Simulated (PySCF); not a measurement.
CO + 2 HF → HC(OH) + F₂

Level: PBE0 in the def2-TZVP basis family, all electrons, no relativity, computed in PySCF with density fitting; open shells unrestricted.

```csv
species,state and structure,ZPE (kJ/mol),H(298 K) − H(0) (kJ/mol),S° (J/(mol K))
CO,"singlet, C∞v, C–O 1.123 Å",13.4,8.7,197.5
HF,"singlet, C∞v, H–F 0.920 Å",24.9,8.7,173.6
HC(OH),"singlet, Cs, C–H 1.122 Å, C–O 1.299 Å, O–H 0.975 Å; C–O–H 115.9°, H–C–O 107.3°",68.5,10.1,225.2
F₂,"singlet, D∞h, F–F 1.376 Å",6.6,8.7,201.9
```

Task: Is the gas-phase reaction uphill or downhill in electronic energy at this level, and by how much?

Result: At PBE0/def2-TZVP, ΔE = 737.3 kJ/mol, uphill. 

Task: Add zero-point, thermal and entropy terms for 298.15 K and 1 bar.

Result: ΔZPE = 11.9 and Δ[H(298) − H(0)] = -7.3 kJ/mol give ΔH° = 741.9 kJ/mol. ΔS° = -117.6 J/(mol K), so ΔG° = 741.9 − 298.15 × (-0.1176) = 777 kJ/mol.

The structures come from searches over a few start shapes, so lower isomers are not excluded.
